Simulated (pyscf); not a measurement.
Structures and frequencies: ωB97X-D3(BJ)/def2-SVP in PySCF. Correlated levels are frozen-core, on RHF or UHF. ΔMP2 is the change of the MP2 total energy from the triple- to the quadruple-zeta basis.

### Question
Estimate by transition-state theory the rate constant of `[F][In]([F])[F]` + `[H]` [doublet] → `[FH]` + `[F][In][F]` [doublet] (doublet surface; F–In broken, F–H formed) at 600 K, with CCSD(T)/def2-TZVPP + ΔMP2(QZVPP) energies (ideal gas, 1 atm, RRHO with modes under 100 cm⁻¹ raised to 100, one conformer, R ln 2 for chiral ones without a mode under 150 cm⁻¹; no tunnelling).

### Answer
The electronic barrier is 12.2 kcal/mol and the thermal terms add +10.1, so ΔG‡ = 22.2 kcal/mol. With k_BT/h = 1.25e+13 s⁻¹ and RT = 1.192 kcal/mol, and a volume of 8.18e-20 cm³ per molecule at 1 atm, k = 8.2e-15 cm³ molecule⁻¹ s⁻¹. Wigner's tunnelling factor for 1578i cm⁻¹ would be 1.60, likely too low at so high a frequency. A shift of 1 kcal/mol in the barrier changes k by a factor 2.3. On the product side the descent ends in an adduct with a F–In contact (not fully relaxed), 13.7 kcal/mol under the separated species and 58.6 kcal/mol under the saddle at ωB97X-D3(BJ)/def2-TZVP. What is counted as broken (F–In) persists as a longer contact in the product adduct; parting that adduct is a step of its own. This is the saddle that the search found; another between the same sides may lie lower. The angle at the transferred F is 180°. The CCSD(T) − MP2 part came from Ansatz, without density fitting, on the same reference. The frozen core leaves the outer d or s,p core shells of the metals and heavy elements correlated in the MP2 and CC values, and def2-TZVPP describes them poorly, which can shift differences by a few kcal/mol. Elements past Kr carry the def2 core potentials, without spin-orbit coupling.
